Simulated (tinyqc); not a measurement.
Worked calculation (part 2 of 3): UHF in the sto-3g basis, for H2O, spin multiplicity 3. Computed by tinyqc, a small Python program that keeps every step (integrals from PySCF). Command: `OMP_NUM_THREADS=1 python tinyqc.py 28248 28249 out.jsonl` (the two numbers bound the seeds that draw the settings). One thread of a shared host (Intel(R) Xeon(R) Processor @ 2.60GHz), about 0.1 s of CPU time with the checks.

Geometry (angstrom):
```
atom         x          y         z
O     0.000000   0.000000  0.000000
H     0.000000   0.921000  0.561000
H     0.000000  -0.933000  0.568000
```

## Iteration 2: building the Fock matrix

D(alpha) after iteration 1:
```
            1O 1s      1O 2s    1O 2px     1O 2py     1O 2pz      2H 1s      3H 1s
1O 1s    1.067676  -0.310488  0.000000  -0.009870  -0.025897   0.081188   0.064600
1O 2s   -0.310488   1.488140  0.000000   0.074699   0.185775  -0.587198  -0.459100
1O 2px   0.000000   0.000000  1.000000   0.000000   0.000000   0.000000   0.000000
1O 2py  -0.009870   0.074699  0.000000   0.418133   0.075515   0.132892  -0.356361
1O 2pz  -0.025897   0.185775  0.000000   0.075515   1.078271  -0.287875  -0.162899
2H 1s    0.081188  -0.587198  0.000000   0.132892  -0.287875   1.006179   0.450936
3H 1s    0.064600  -0.459100  0.000000  -0.356361  -0.162899   0.450936   0.642431
```

D(beta) after iteration 1:
```
            1O 1s      1O 2s    1O 2px     1O 2py     1O 2pz      2H 1s      3H 1s
1O 1s    1.054850  -0.230669  0.000000  -0.008240   0.033468  -0.019377  -0.008287
1O 2s   -0.230669   0.991505  0.000000   0.048345  -0.182725   0.052104  -0.020101
1O 2px   0.000000   0.000000  0.000000   0.000000   0.000000   0.000000   0.000000
1O 2py  -0.008240   0.048345  0.000000   0.550987   0.107405   0.173757  -0.279866
1O 2pz   0.033468  -0.182725  0.000000   0.107405   0.797641   0.134307   0.213949
2H 1s   -0.019377   0.052104  0.000000   0.173757   0.134307   0.071880  -0.048829
3H 1s   -0.008287  -0.020101  0.000000  -0.279866   0.213949  -0.048829   0.240384
```

core Hamiltonian H = T + V (hartree):
```
             1O 1s      1O 2s     1O 2px     1O 2py     1O 2pz      2H 1s      3H 1s
1O 1s   -32.590420  -7.581916   0.000000  -0.000262  -0.012561  -1.305841  -1.263382
1O 2s    -7.581916  -9.213362   0.000000  -0.002852  -0.153080  -3.012093  -2.940565
1O 2px    0.000000   0.000000  -7.357504   0.000000   0.000000   0.000000   0.000000
1O 2py   -0.000262  -0.002852   0.000000  -7.493159  -0.001318  -1.870147   1.834896
1O 2pz   -0.012561  -0.153080   0.000000  -0.001318  -7.407809  -1.176971  -1.154584
2H 1s    -1.305841  -3.012093   0.000000  -1.870147  -1.176971  -4.588783  -0.923924
3H 1s    -1.263382  -2.940565   0.000000   1.834896  -1.154584  -0.923924  -4.544654
```

nuclear repulsion = 8.08674506 hartree

Given earlier and not repeated: Two-electron integrals (ij|kl) in chemists' order.

J_ij = sum D_kl (ij|kl) with D = D(alpha) + D(beta), K_ij = sum D_kl (ik|jl) for each spin; F = H + J - K(s); E = tr D H + tr D J / 2 - 0.5 sum_s tr D(s) K(s) + E_nn.

Coulomb J (hartree):
```
            1O 1s     1O 2s    1O 2px     1O 2py    1O 2pz     2H 1s      3H 1s
1O 1s   17.160902  3.224445  0.000000   0.002471  0.007867  0.554358   0.535941
1O 2s    3.224445  8.021925  0.000000   0.008246  0.098575  2.652332   2.584627
1O 2px   0.000000  0.000000  7.945612   0.000000  0.000000  0.000000   0.000000
1O 2py   0.002471  0.008246  0.000000   8.041610  0.011935  1.818920  -1.775328
1O 2pz   0.007867  0.098575  0.000000   0.011935  8.054618  1.139545   1.111496
2H 1s    0.554358  2.652332  0.000000   1.818920  1.139545  4.795000   0.826561
3H 1s    0.535941  2.584627  0.000000  -1.775328  1.111496  0.826561   4.729459
```

exchange K(alpha) (hartree):
```
            1O 1s     1O 2s    1O 2px     1O 2py    1O 2pz     2H 1s      3H 1s
1O 1s    4.912157  0.838685  0.000000  -0.000760  0.002379  0.151245   0.147438
1O 2s    0.838685  1.391274  0.000000   0.001252  0.037134  0.478853   0.463856
1O 2px   0.000000  0.000000  1.168457   0.000000  0.000000  0.000000   0.000000
1O 2py  -0.000760  0.001252  0.000000   0.909684  0.026785  0.335943  -0.352475
1O 2pz   0.002379  0.037134  0.000000   0.026785  1.180106  0.187232   0.183991
2H 1s    0.151245  0.478853  0.000000   0.335943  0.187232  0.799072   0.169877
3H 1s    0.147438  0.463856  0.000000  -0.352475  0.183991  0.169877   0.672554
```

exchange K(beta) (hartree):
```
            1O 1s      1O 2s    1O 2px     1O 2py     1O 2pz     2H 1s      3H 1s
1O 1s    4.870766   0.799183  0.000000  -0.000682   0.001741  0.142869   0.138916
1O 2s    0.799183   1.168061  0.000000   0.010586  -0.035957  0.422564   0.422620
1O 2px   0.000000   0.000000  0.267663   0.000000   0.000000  0.000000   0.000000
1O 2py  -0.000682   0.010586  0.000000   0.925971   0.058019  0.289010  -0.326221
1O 2pz   0.001741  -0.035957  0.000000   0.058019   1.018678  0.197101   0.208487
2H 1s    0.142869   0.422564  0.000000   0.289010   0.197101  0.379703   0.104806
3H 1s    0.138916   0.422620  0.000000  -0.326221   0.208487  0.104806   0.504028
```

F(alpha) (hartree):
```
             1O 1s      1O 2s     1O 2px     1O 2py     1O 2pz      2H 1s      3H 1s
1O 1s   -20.341675  -5.196156   0.000000   0.002968  -0.007073  -0.902728  -0.874878
1O 2s    -5.196156  -2.582711   0.000000   0.004143  -0.091639  -0.838614  -0.819794
1O 2px    0.000000   0.000000  -0.580349   0.000000   0.000000   0.000000   0.000000
1O 2py    0.002968   0.004143   0.000000  -0.361233  -0.016167  -0.387170   0.412043
1O 2pz   -0.007073  -0.091639   0.000000  -0.016167  -0.533296  -0.224659  -0.227079
2H 1s    -0.902728  -0.838614   0.000000  -0.387170  -0.224659  -0.592855  -0.267240
3H 1s    -0.874878  -0.819794   0.000000   0.412043  -0.227079  -0.267240  -0.487748
```

F(beta) (hartree):
```
             1O 1s      1O 2s    1O 2px     1O 2py     1O 2pz      2H 1s      3H 1s
1O 1s   -20.300284  -5.156654  0.000000   0.002891  -0.006435  -0.894352  -0.866357
1O 2s    -5.156654  -2.359498  0.000000  -0.005191  -0.018548  -0.782325  -0.778557
1O 2px    0.000000   0.000000  0.320446   0.000000   0.000000   0.000000   0.000000
1O 2py    0.002891  -0.005191  0.000000  -0.377520  -0.047401  -0.340237   0.385789
1O 2pz   -0.006435  -0.018548  0.000000  -0.047401  -0.371868  -0.234527  -0.251575
2H 1s    -0.894352  -0.782325  0.000000  -0.340237  -0.234527  -0.173486  -0.202169
3H 1s    -0.866357  -0.778557  0.000000   0.385789  -0.251575  -0.202169  -0.319222
```

total energy of this density = -74.68126130 hartree

## Iteration 2: diagonalisation and new density

X:
```
                1          2          3         4          5          6         7
1O 1s   -0.348124   0.025165   0.736241  0.000000  -0.606719  -0.003168  0.189152
1O 2s    1.066465  -0.062311  -0.255201  0.000000  -0.266344  -0.005051  0.464797
1O 2px   0.000000   0.000000   0.000000  1.000000   0.000000   0.000000  0.000000
1O 2py   0.061389   0.905253  -0.000993  0.000000   0.001087   0.660441  0.005911
1O 2pz   0.420749  -0.024398   0.660574  0.000000   0.660635  -0.002351  0.184485
2H 1s   -0.722410  -0.725785  -0.186081  0.000000   0.152642   0.384985  0.384227
3H 1s   -0.613747   0.805559  -0.189270  0.000000   0.154664  -0.395679  0.375165
```

Diagonalise F' = X^T F X, C = X C', fill 6 alpha and 4 beta electrons from the bottom; D(s) = C_occ C_occ^T. Each column has its largest component positive (the first on a tie).

F' = X^T F X (alpha) (hartree):
```
           1          2          3          4          5          6          7
1  -0.656251   0.020494   2.010328   0.000000  -1.738945   0.009121   0.474253
2   0.020494   0.495470  -0.200551   0.000000   0.153335   0.068595  -0.013235
3   2.010328  -0.200551  -9.062963   0.000000   8.558882   0.054390  -4.255610
4   0.000000   0.000000   0.000000  -0.580349   0.000000   0.000000   0.000000
5  -1.738945   0.153335   8.558882   0.000000  -9.208040  -0.068111   4.479363
6   0.009121   0.068595   0.054390   0.000000  -0.068111  -0.653067   0.025083
7   0.474253  -0.013235  -4.255610   0.000000   4.479363   0.025083  -3.371039
```

orbital energies (alpha) (hartree): MO1 -20.350510, MO2 -1.355369, MO3 -0.659069, MO4 -0.580349, MO5 -0.557468, MO6 -0.042012, MO7 0.508537

coefficients C (alpha):
```
              MO1        MO2        MO3       MO4        MO5        MO6        MO7
1O 1s    0.994200  -0.249520   0.012207  0.000000   0.065081   0.111830   0.013650
1O 2s    0.025162   0.941015  -0.065662  0.000000  -0.325475  -0.699795  -0.085187
1O 2px   0.000000   0.000000   0.000000  1.000000   0.000000   0.000000   0.000000
1O 2py  -0.000084  -0.004360   0.597800  0.000000  -0.077634  -0.151651   0.934378
1O 2pz   0.002156   0.098673   0.094023  0.000000   0.872753  -0.546763  -0.072342
2H 1s   -0.004925   0.094544   0.480186  0.000000   0.152241   0.861897  -0.629940
3H 1s   -0.004785   0.083730  -0.387347  0.000000   0.258235   0.671053   0.841782
```

F' = X^T F X (beta) (hartree):
```
           1          2          3         4          5          6          7
1  -0.111959   0.077810   2.160526  0.000000  -1.752319  -0.082416   0.439568
2   0.077810   0.641462  -0.198117  0.000000   0.106617  -0.083195  -0.095203
3   2.160526  -0.198117  -8.956019  0.000000   8.584310   0.024552  -4.298448
4   0.000000   0.000000   0.000000  0.320446   0.000000   0.000000   0.000000
5  -1.752319   0.106617   8.584310  0.000000  -9.121261  -0.061151   4.498385
6  -0.082416  -0.083195   0.024552  0.000000  -0.061151  -0.553779   0.062942
7   0.439568  -0.095203  -4.298448  0.000000   4.498385   0.062942  -3.159826
```

orbital energies (beta) (hartree): MO1 -20.307709, MO2 -1.143426, MO3 -0.565269, MO4 -0.450045, MO5 0.320446, MO6 0.538778, MO7 0.666290

coefficients C (beta):
```
              MO1        MO2        MO3        MO4       MO5        MO6        MO7
1O 1s    0.994736  -0.244911  -0.009697   0.055875  0.000000   0.119038   0.030042
1O 2s    0.022891   0.920575   0.051625  -0.295960  0.000000  -0.720024  -0.191531
1O 2px   0.000000   0.000000   0.000000   0.000000  1.000000   0.000000   0.000000
1O 2py  -0.000088   0.000414   0.723646   0.011012  0.000000   0.254085  -0.819223
1O 2pz   0.001831   0.031712   0.085948   0.872401  0.000000  -0.554241  -0.088317
2H 1s   -0.004376   0.100433   0.286368   0.159618  0.000000   0.575852   0.976326
3H 1s   -0.004319   0.131960  -0.374262   0.282845  0.000000   0.902416  -0.575156
```

D(alpha) after iteration 2:
```
            1O 1s      1O 2s    1O 2px     1O 2py     1O 2pz      2H 1s      3H 1s
1O 1s    1.067584  -0.310028  0.000000  -0.013709  -0.025675   0.083669   0.061472
1O 2s   -0.310028   1.486101  0.000000   0.088035   0.185296  -0.595389  -0.449544
1O 2px   0.000000   0.000000  1.000000   0.000000   0.000000   0.000000   0.000000
1O 2py  -0.013709   0.088035  0.000000   0.386409   0.070938   0.144117  -0.353734
1O 2pz  -0.025675   0.185296  0.000000   0.070938   1.079229  -0.283917  -0.169699
2H 1s    0.083669  -0.595389  0.000000   0.144117  -0.283917   1.005586   0.439633
3H 1s    0.061472  -0.449544  0.000000  -0.353734  -0.169699   0.439633   0.674068
```

D(beta) after iteration 2:
```
            1O 1s      1O 2s    1O 2px     1O 2py     1O 2pz      2H 1s      3H 1s
1O 1s    1.052698  -0.219726  0.000000  -0.006590   0.041967  -0.022808  -0.017181
1O 2s   -0.219726   0.938239  0.000000   0.034478  -0.224523   0.059899   0.018348
1O 2px   0.000000   0.000000  0.000000   0.000000   0.000000   0.000000   0.000000
1O 2py  -0.006590   0.034478  0.000000   0.523785   0.071816   0.209029  -0.267663
1O 2pz   0.041967  -0.224523  0.000000   0.071816   0.769479   0.167041   0.218764
2H 1s   -0.022808   0.059899  0.000000   0.209029   0.167041   0.117591  -0.048757
3H 1s   -0.017181   0.018348  0.000000  -0.267663   0.218764  -0.048757   0.237506
```

## Iteration 45 (converged): orbitals

converged F(alpha) (hartree):
```
             1O 1s      1O 2s     1O 2px     1O 2py     1O 2pz      2H 1s      3H 1s
1O 1s   -20.420165  -5.212357   0.000000  -0.001942  -0.009007  -0.906386  -0.876701
1O 2s    -5.212357  -2.619318   0.000000  -0.003856  -0.097918  -0.852483  -0.825340
1O 2px    0.000000   0.000000  -0.620270   0.000000   0.000000   0.000000   0.000000
1O 2py   -0.001942  -0.003856   0.000000  -0.377799   0.007749  -0.415443   0.393890
1O 2pz   -0.009007  -0.097918   0.000000   0.007749  -0.575629  -0.234086  -0.224249
2H 1s    -0.906386  -0.852483   0.000000  -0.415443  -0.234086  -0.548027  -0.269721
3H 1s    -0.876701  -0.825340   0.000000   0.393890  -0.224249  -0.269721  -0.546923
```

converged F(beta) (hartree):
```
             1O 1s      1O 2s    1O 2px     1O 2py     1O 2pz      2H 1s      3H 1s
1O 1s   -20.375266  -5.172635  0.000000  -0.001802  -0.007722  -0.897768  -0.868562
1O 2s    -5.172635  -2.379333  0.000000  -0.008117   0.001191  -0.809598  -0.783952
1O 2px    0.000000   0.000000  0.286820   0.000000   0.000000   0.000000   0.000000
1O 2py   -0.001802  -0.008117  0.000000  -0.409784   0.002900  -0.384757   0.365845
1O 2pz   -0.007722   0.001191  0.000000   0.002900  -0.389091  -0.253449  -0.244471
2H 1s    -0.897768  -0.809598  0.000000  -0.384757  -0.253449  -0.306233  -0.212757
3H 1s    -0.868562  -0.783952  0.000000   0.365845  -0.244471  -0.212757  -0.241258
```

As before.

F' = X^T F X (alpha) (hartree):
```
           1          2          3          4          5          6          7
1  -0.674536   0.116122   2.017204   0.000000  -1.754432  -0.000746   0.456025
2   0.116122   0.479041  -0.159729   0.000000   0.158369   0.064181  -0.053976
3   2.017204  -0.159729  -9.119562   0.000000   8.574955   0.059307  -4.271984
4   0.000000   0.000000   0.000000  -0.620270   0.000000   0.000000   0.000000
5  -1.754432   0.158369   8.574955   0.000000  -9.258658  -0.054806   4.490275
6  -0.000746   0.064181   0.059307   0.000000  -0.054806  -0.666992   0.026391
7   0.456025  -0.053976  -4.271984   0.000000   4.490275   0.026391  -3.398519
```

orbital energies (alpha) (hartree): MO1 -20.428879, MO2 -1.389985, MO3 -0.670215, MO4 -0.620270, MO5 -0.593063, MO6 -0.052137, MO7 0.495054

coefficients C (alpha):
```
              MO1        MO2        MO3       MO4        MO5        MO6        MO7
1O 1s    0.994248  -0.250431   0.001389  0.000000   0.063392   0.111546  -0.007943
1O 2s    0.024967   0.947922  -0.007667  0.000000  -0.313280  -0.702307   0.052366
1O 2px   0.000000   0.000000   0.000000  1.000000   0.000000   0.000000   0.000000
1O 2py   0.000161   0.003478   0.609825  0.000000   0.008396   0.052418   0.940614
1O 2pz   0.002254   0.106997  -0.024306  0.000000   0.892830  -0.523130   0.040100
2H 1s   -0.004910   0.085854   0.430309  0.000000   0.200141   0.733840  -0.794526
3H 1s   -0.004754   0.076314  -0.432724  0.000000   0.172715   0.824381   0.692917
```

F' = X^T F X (beta) (hartree):
```
           1          2          3         4          5          6          7
1  -0.103990   0.051422   2.179319  0.000000  -1.743076   0.000163   0.462583
2   0.051422   0.632515  -0.181499  0.000000   0.163847  -0.094425  -0.039407
3   2.179319  -0.181499  -9.008691  0.000000   8.603440   0.063317  -4.300796
4   0.000000   0.000000   0.000000  0.286820   0.000000   0.000000   0.000000
5  -1.743076   0.163847   8.603440  0.000000  -9.169191  -0.060331   4.512146
6   0.000163  -0.094425   0.063317  0.000000  -0.060331  -0.584294   0.014383
7   0.462583  -0.039407  -4.300796  0.000000   4.512146   0.014383  -3.192911
```

orbital energies (beta) (hartree): MO1 -20.382592, MO2 -1.164482, MO3 -0.591770, MO4 -0.475780, MO5 0.286820, MO6 0.543565, MO7 0.644497

coefficients C (beta):
```
              MO1        MO2        MO3        MO4       MO5        MO6        MO7
1O 1s    0.994783  -0.243949   0.009115   0.051893  0.000000   0.125648   0.010183
1O 2s    0.022693   0.914901  -0.044180  -0.283490  0.000000  -0.754988  -0.058940
1O 2px   0.000000   0.000000   0.000000   0.000000  1.000000   0.000000   0.000000
1O 2py   0.000165   0.012195   0.726682  -0.041633  0.000000  -0.089595   0.849408
1O 2pz   0.001855   0.008636   0.027524   0.871015  0.000000  -0.568847  -0.037045
2H 1s   -0.004391   0.132013   0.348528   0.224740  0.000000   0.829178  -0.724877
3H 1s   -0.004211   0.113953  -0.312365   0.232630  0.000000   0.692200   0.859554
```

D(alpha) after iteration 45:
```
            1O 1s      1O 2s    1O 2px     1O 2py     1O 2pz      2H 1s      3H 1s
1O 1s    1.067708  -0.310775  0.000000   0.006516  -0.026343   0.068760   0.078466
1O 2s   -0.310775   1.490616  0.000000  -0.040818   0.189359  -0.500120  -0.557537
1O 2px   0.000000   0.000000  1.000000   0.000000   0.000000   0.000000   0.000000
1O 2py   0.006516  -0.040818  0.000000   0.374717  -0.034375   0.302857  -0.218959
1O 2pz  -0.026343   0.189359  0.000000  -0.034375   1.082854  -0.206486  -0.258381
2H 1s    0.068760  -0.500120  0.000000   0.302857  -0.206486   0.771138   0.459902
3H 1s    0.078466  -0.557537  0.000000  -0.218959  -0.258381   0.459902   0.902532
```

D(beta) after iteration 45:
```
            1O 1s      1O 2s    1O 2px     1O 2py     1O 2pz      2H 1s      3H 1s
1O 1s    1.051880  -0.215728  0.000000   0.001653   0.045190  -0.021733  -0.022764
1O 2s   -0.215728   0.919877  0.000000  -0.009141  -0.240197   0.041569   0.052012
1O 2px   0.000000   0.000000  0.000000   0.000000   0.000000   0.000000   0.000000
1O 2py   0.001653  -0.009141  0.000000   0.529949  -0.016156   0.245522  -0.235286
1O 2pz   0.045190  -0.240197  0.000000  -0.016156   0.759502   0.206476   0.195003
2H 1s   -0.021733   0.041569  0.000000   0.245522   0.206476   0.189426  -0.041525
3H 1s   -0.022764   0.052012  0.000000  -0.235286   0.195003  -0.041525   0.164692
```

## Convergence

Stop when the energy changes by less than 1e-08 hartree and every element of the error matrix X^T (F D S - S D F) X (for each spin) is below 3e-05.

Course of the cycle:
```
iteration   E (hartree)     change  largest element of the error matrix
1          -73.76686996          -                             3.82e-01
2          -74.68126130  -9.14e-01                             7.69e-02
3          -74.69321324  -1.20e-02                             2.20e-02
4          -74.69531950  -2.11e-03                             1.30e-02
5          -74.69640771  -1.09e-03                             1.01e-02
6          -74.69714123  -7.34e-04                             9.16e-03
7          -74.69767243  -5.31e-04                             8.09e-03
8          -74.69806539  -3.93e-04                             7.06e-03
9          -74.69835776  -2.92e-04                             6.13e-03
10         -74.69857540  -2.18e-04                             5.30e-03
11         -74.69873725  -1.62e-04                             4.58e-03
12         -74.69885744  -1.20e-04                             3.95e-03
13         -74.69894660  -8.92e-05                             3.41e-03
14         -74.69901268  -6.61e-05                             2.94e-03
...                 ...        ...                                  ...
32         -74.69920016  -2.93e-07                             1.95e-04
33         -74.69920038  -2.17e-07                             1.68e-04
34         -74.69920054  -1.61e-07                             1.45e-04
35         -74.69920065  -1.19e-07                             1.24e-04
36         -74.69920074  -8.80e-08                             1.07e-04
37         -74.69920081  -6.51e-08                             9.20e-05
38         -74.69920086  -4.82e-08                             7.91e-05
39         -74.69920089  -3.57e-08                             6.81e-05
40         -74.69920092  -2.64e-08                             5.86e-05
41         -74.69920094  -1.95e-08                             5.04e-05
42         -74.69920095  -1.45e-08                             4.33e-05
43         -74.69920096  -1.07e-08                             3.73e-05
44         -74.69920097  -7.92e-09                             3.21e-05
45         -74.69920098  -5.87e-09                             2.76e-05
```

PySCF UHF in the same basis, after a stability check = -74.69920099 hartree

Converged in 45 iterations.
